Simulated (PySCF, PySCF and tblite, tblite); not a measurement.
# C3H4F2: conformers and averaged spectra, part 2 of 2

PySCF and tblite. Atoms count from 0. The steps go on from the part before.

### Step 9. Excited states, conformer 1: CAM-B3LYP/def2-SVPD in cyclohexane

The job: settings as JSON, then the geometry in Å.

```
{"job": {"xc": "CAM-B3LYP", "basis": "def2-SVPD", "nstates": 6, "ntriplets": 0, "solvent": "cyclohexane", "kind": "uv"}, "charge": 0, "multiplicity": 1}
F      2.552842     0.192796     0.032303
C      1.304225    -0.285178    -0.053974
C      0.254072     0.500241     0.087354
C     -1.154324     0.015185    -0.000551
F     -1.217558    -1.332542    -0.239638
H      1.279800    -1.347501    -0.245204
H      0.372421     1.555914     0.277515
H     -1.690316     0.197457     0.939357
H     -1.687601     0.509621    -0.822342
```

What it wrote:

```text
coarse grid: 7912 points
cycle   1  E = -315.9380883304  dE =  6.133e-01  |g| = 5.762e-01  |ddm| = 3.837e+00
cycle   2  E = -315.9249292730  dE =  1.316e-02  |g| = 6.905e-01  |ddm| = 1.167e+00
cycle   3  E = -315.9986451784  dE = -7.372e-02  |g| = 5.263e-02  |ddm| = 5.457e-01
cycle   4  E = -315.9990289643  dE = -3.838e-04  |g| = 2.376e-02  |ddm| = 6.901e-02
cycle   5  E = -315.9991491299  dE = -1.202e-04  |g| = 7.887e-03  |ddm| = 3.584e-02
cycle   6  E = -315.9991631908  dE = -1.406e-05  |g| = 1.662e-03  |ddm| = 1.041e-02
cycle   7  E = -315.9991638599  dE = -6.692e-07  |g| = 3.407e-04  |ddm| = 2.769e-03
final grid: 78320 points
cycle   8  E = -316.0464928885  dE = -2.259e-05  |g| = 3.962e-03  |ddm| = 4.932e-02
cycle   9  E = -316.0464919645  dE =  9.240e-07  |g| = 4.846e-03  |ddm| = 9.136e-03
cycle  10  E = -316.0464958032  dE = -3.839e-06  |g| = 3.431e-04  |ddm| = 3.726e-03
cycle  11  E = -316.0464958254  dE = -2.218e-08  |g| = 1.213e-04  |ddm| = 5.407e-04
cycle  12  E = -316.0464958285  dE = -3.103e-09  |g| = 3.690e-05  |ddm| = 2.086e-04
cycle  13  E = -316.0464958288  dE = -3.225e-10  |g| = 8.234e-06  |ddm| = 5.150e-05
converged SCF energy = -316.0464958288

Static polarisability (au): isotropic 43.097, principal 33.076 40.515 55.701

Singlet excitations
state   eV       nm        f      main configurations
  1   7.3178    169.4   0.01457   H->L+1 0.90
  2   7.3947    167.7   0.45105   H->L 0.97
  3   7.5267    164.7   0.01115   H->L+2 0.88
  4   8.1374    152.4   0.00842   H->L+3 0.91
  5   8.8281    140.4   0.00497   H->L+4 0.83
  6   8.9742    138.2   0.00009   H-1->L 0.67, H-3->L 0.28
```

It took 12 s on 1 thread of Arm Neoverse V1, shared host.

Key values: HOMO -8.95 eV, LUMO 1.39 eV; dipole 2.06 D; S1 7.32 eV.

### Step 10. Excited states, conformer 2: CAM-B3LYP/def2-SVPD in cyclohexane

The job: settings as JSON, then the geometry in Å.

```
{"job": {"xc": "CAM-B3LYP", "basis": "def2-SVPD", "nstates": 6, "ntriplets": 0, "solvent": "cyclohexane", "kind": "uv"}, "charge": 0, "multiplicity": 1}
F      2.556493    -0.261976    -0.016545
C      1.326397     0.242479    -0.162879
C      0.250698    -0.432142     0.193980
C     -1.131974     0.113076     0.058195
F     -1.901580    -0.726027    -0.714221
H      1.344838     1.242909    -0.572665
H      0.338067    -1.435273     0.584493
H     -1.629797     0.170349     1.033942
H     -1.139579     1.092599    -0.429481
```

What it wrote:

```text
coarse grid: 7912 points
cycle   1  E = -315.9355867904  dE =  6.088e-01  |g| = 5.898e-01  |ddm| = 3.872e+00
cycle   2  E = -315.9171565923  dE =  1.843e-02  |g| = 7.249e-01  |ddm| = 1.157e+00
cycle   3  E = -316.0002762384  dE = -8.312e-02  |g| = 4.952e-02  |ddm| = 5.790e-01
cycle   4  E = -316.0006410118  dE = -3.648e-04  |g| = 2.153e-02  |ddm| = 6.882e-02
cycle   5  E = -316.0007370904  dE = -9.608e-05  |g| = 8.195e-03  |ddm| = 3.636e-02
cycle   6  E = -316.0007520460  dE = -1.496e-05  |g| = 1.751e-03  |ddm| = 1.237e-02
cycle   7  E = -316.0007528487  dE = -8.027e-07  |g| = 5.207e-04  |ddm| = 3.162e-03
final grid: 78320 points
cycle   8  E = -316.0474054728  dE = -1.996e-05  |g| = 3.677e-03  |ddm| = 4.684e-02
cycle   9  E = -316.0474047137  dE =  7.591e-07  |g| = 4.494e-03  |ddm| = 8.500e-03
cycle  10  E = -316.0474080636  dE = -3.350e-06  |g| = 3.400e-04  |ddm| = 3.528e-03
cycle  11  E = -316.0474080855  dE = -2.190e-08  |g| = 9.875e-05  |ddm| = 5.012e-04
cycle  12  E = -316.0474080877  dE = -2.193e-09  |g| = 2.947e-05  |ddm| = 1.870e-04
cycle  13  E = -316.0474080879  dE = -1.945e-10  |g| = 8.577e-06  |ddm| = 3.965e-05
converged SCF energy = -316.0474080879

Static polarisability (au): isotropic 43.631, principal 34.126 39.859 56.909

Singlet excitations
state   eV       nm        f      main configurations
  1   7.3118    169.6   0.43391   H->L 0.94
  2   7.7237    160.5   0.04467   H->L+1 0.74, H->L+2 0.20
  3   8.0342    154.3   0.00754   H->L+2 0.64, H->L+1 0.17
  4   8.3087    149.2   0.01014   H->L+3 0.89
  5   8.6824    142.8   0.00340   H-2->L 0.85, H-1->L 0.09
  6   8.7229    142.1   0.01321   H-1->L 0.56, H-3->L 0.30
```

It took 13 s on 1 thread of Arm Neoverse V1, shared host.

Key values: HOMO -9.29 eV, LUMO 0.98 eV; dipole 2.04 D; S1 7.31 eV.

### Step 11. Averages: properties at wB97X-D/pcSseg-1 in cyclohexane

The job: settings as JSON, then the geometry in Å.

```
{"job": {"study": "conf", "smiles": "F/C=C/CF", "search": {"seed": 5922, "n_embed": 60, "ff_keep": 14, "window": 3.0, "nmax": 6, "temps": [220, 260, 298.15, 340, 380], "t_ref": 298.15, "order": 0.002}, "level": {"nmr": {"xc": "wB97X-D", "basis": "pcSseg-1", "solvent": "cyclohexane"}, "sp": {"xc": "PBE0", "basis": "def2-TZVP", "solvent": "cyclohexane"}, "j": {"xc": "B3LYP", "basis": "pcJ-1"}, "uv": {"xc": "CAM-B3LYP", "basis": "def2-SVPD", "nstates": 6, "ntriplets": 0, "solvent": "cyclohexane"}}, "kind": "conf"}, "charge": 0, "multiplicity": 1}
F      2.556493    -0.261976    -0.016545
C      1.326397     0.242479    -0.162879
C      0.250698    -0.432142     0.193980
C     -1.131974     0.113076     0.058195
F     -1.901580    -0.726027    -0.714221
H      1.344838     1.242909    -0.572665
H      0.338067    -1.435273     0.584493
H     -1.629797     0.170349     1.033942
H     -1.139579     1.092599    -0.429481
```

What it wrote:

```text
conformer  sym    E(xTB)   E(DFT)   G(298.15 K)  weight  dipole/D
    1     Cs      0.000    0.600    1.015   0.1527    1.848
    2     C1      1.150    0.000    0.000   0.8473    1.888

mean shielding (ppm) by class
class atoms           220 K      260 K   298.15 K      340 K      380 K
  0 F  0            301.536    301.813    302.045    302.267    302.454
  1 C  1              23.44      23.54     23.624     23.704     23.772
  2 C  2             70.642     70.662     70.679     70.695     70.709
  3 C  3            105.037    105.009    104.986    104.964    104.945
  4 F  4            421.211    421.759    422.218    422.658    423.027
  5 H  5              24.68      24.68     24.679     24.679     24.679
  6 H  6             25.789     25.803     25.815     25.825     25.835
  7 H  7,8           26.577     26.571     26.567     26.563     26.559
```

It took 2 min on 1 thread of Arm Neoverse V1, shared host. This counts the runs that the step sums up.

The search (ETKDG, MMFF94s, GFN2-xTB) embedded 60 structures, kept 2 distinct ones after the force field and 2 after xTB; 2 were carried on (window 3.0 kcal/mol at the search's own energies). Energies: PBE0/def2-TZVP in cyclohexane with D3(BJ).

Conformer by conformer (298 K):

```
no.  group  mirror pair  ΔE xTB  ΔE DFT    ΔG  weight (%)  μ (D)  C1–C2–C3–F4 (°)      A, B, C (GHz)
  1     Cs           no    0.00    0.60  1.01        15.3   1.85                0  16.56, 2.54, 2.23
  2     C1          yes    1.15    0.00  0.00        84.7   1.89              123  23.52, 2.07, 2.02
```

Energies in kcal/mol. ΔG holds xTB vibrations and rotation, symmetry numbers and mirror pairs.

Weights (%) by temperature:

```
no.  220 K  260 K  298 K  340 K  380 K
  2   89.3   86.8   84.7   82.8   81.1
  1   10.7   13.2   15.3   17.2   18.9
```

How the weights hang on the way they are made:

```
                      scheme    2   1  mean μ (D)
             DFT free energy   85  15        1.88
DFT energy, symmetry counted   85  15        1.88
            DFT energy alone   73  27        1.88
xTB energy, symmetry counted   22  78        1.86
             xTB free energy   22  78        1.86
       lowest conformer only  100   0        1.89
               equal weights   50  50        1.87
```

Shifts against references run at the same level (13C TMS 187.4, 1H TMS 31.82 ppm of shielding), by class of atoms, at 298 K:

```
 atoms                                 environment      no. 2      no. 1    average
    C1                                   alkene CH      164.4      160.3      163.8
    C2                                   alkene CH      116.9      116.0      116.7
    C3                 allylic sp3 CH2 bonded to F       82.3       83.4       82.4
    H5                    hydrogen on an alkene CH       7.14       7.15       7.14
    H6                    hydrogen on an alkene CH       6.09       5.54       6.01
H7, H8  hydrogen on an allylic sp3 CH2 bonded to F       5.22       5.44       5.25
    F0                            vinylic fluorine  300.3 (σ)  311.6 (σ)  302.0 (σ)
    F4                   fluorine on an sp3 carbon  418.8 (σ)  441.1 (σ)  422.2 (σ)
```

Couplings (Hz, B3LYP/pcJ-1; one pair named for each class), from conformers that hold 100 % of the weight:

```
 pair  bonds   no. 2   no. 1  average
F0–C1      1  -338.4  -328.4   -336.9
C3–F4      1  -224.5  -227.5   -224.9
C1–H5      1   202.3   208.9    203.3
C2–H6      1   166.5   161.4    165.7
C3–H7      1   154.8   155.8    154.9
C1–C2      1    98.9   103.4     99.5
C2–C3      1    53.4    51.2     53.0
F0–H5      2    84.9    87.0     85.2
F4–H7      2    52.9    52.0     52.7
C2–F4      2    18.3    10.8     17.1
C2–H5      2    14.2    13.1     14.0
H7–H8      2   -10.1   -14.9    -10.9
F0–C2      2     9.0    12.9      9.6
C1–H6      2    -6.6    -8.4     -6.8
C2–H7      2    -2.6    -4.3     -2.8
F0–H6      3    16.1    16.3     16.1
C1–F4      3    13.6    18.4     14.3
H5–H6      3    12.3    12.2     12.3
F4–H6      3     8.8    28.1     11.7
F0–C3      3    12.0     7.3     11.3
C1–H7      3     7.9     6.2      7.6
H6–H7      3     8.4     3.1      7.6
C3–H5      3     3.7     3.4      3.6
F4–H5      4    -6.9     1.2     -5.7
F0–H7      4     3.3     7.6      4.0
H5–H7      4    -1.3    -3.5     -1.7
F0–F4      4    -0.7    -6.8     -1.6
```

Effective distances for nuclear Overhauser effects, ⟨r⁻⁶⟩^(−1/6) over all pairs of two classes (Å): H6···H7 2.72; H5···H7 2.80; H5···H6 3.09.

Lowest and brightest singlet by conformer (CAM-B3LYP/def2-SVPD in cyclohexane): no. 2 7.31 and 7.31 eV; no. 1 7.32 and 7.39 eV.

### Step 12. Outcome

This closing draws on all 2 parts.

```
                                             quantity                                                value
                                           conformers  2; the first in weight is no. 2 (C1), 85 % at 298 K
                              root-mean-square dipole                                               1.88 D
averaged 13C shifts (wB97X-D/pcSseg-1 in cyclohexane)                               163.8, 116.7, 82.4 ppm
 averaged 1H shifts (wB97X-D/pcSseg-1 in cyclohexane)                                 7.14, 6.01, 5.25 ppm
```

In words: Conformer 2 leads with 85 % at 298 K, and its share goes from 89 % at 220 K to 81 % at 380 K. xTB puts no. 1 lowest, DFT no. 2. Among conformers over 5 %, H6 differs by 0.55 ppm, while the average moves by 0.05 ppm from 220 to 380 K. Among vicinal couplings, F4–H6 differs most between the conformers listed (8.8 for no. 2, 28.1 for no. 1; average 11.7 Hz).
